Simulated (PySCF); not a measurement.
Rows and methods have been separated. Pair them.

C5H9N.
SMILES: `[C-]#[N+]C(C)(C)C`

The closed-shell ground state was solved 7 times with PySCF (density fitting, gas phase), always with PBE0, in these basis sets: 6-311+G(2d,p), 6-31G*, IGLO-III, STO-3G, aug-cc-pVDZ, def2-TZVP and pcJ-1. Isolated species at its PBE0-D3(BJ)/def2-SVP geometry, gas phase.

```
row  total energy (Eh)  HOMO (eV)  LUMO (eV)  dipole (D)
  P          -250.3670      -8.42       1.06        3.92
  Q          -250.3846      -8.54      -0.25        4.07
  R          -250.4454      -8.53       0.75        4.03
  S          -247.3032      -5.64       4.76        3.43
  T          -250.3512      -8.13       1.46        3.79
  U          -250.4260      -8.56       0.08        4.08
  V          -250.4519      -8.55       0.41        4.06
```

**Question.** Which basis belongs to which row?

**Answer.** P = pcJ-1, Q = aug-cc-pVDZ, R = def2-TZVP, S = STO-3G, T = 6-31G*, U = 6-311+G(2d,p), V = IGLO-III. From the lowest total energy up: IGLO-III (300 functions) 0 eV; def2-TZVP (240 functions) +0.18 eV; 6-311+G(2d,p) (216 functions) +0.70 eV; aug-cc-pVDZ (219 functions) +1.83 eV; pcJ-1 (252 functions) +2.31 eV; 6-31G* (102 functions) +2.74 eV; STO-3G (39 functions) +85.68 eV.
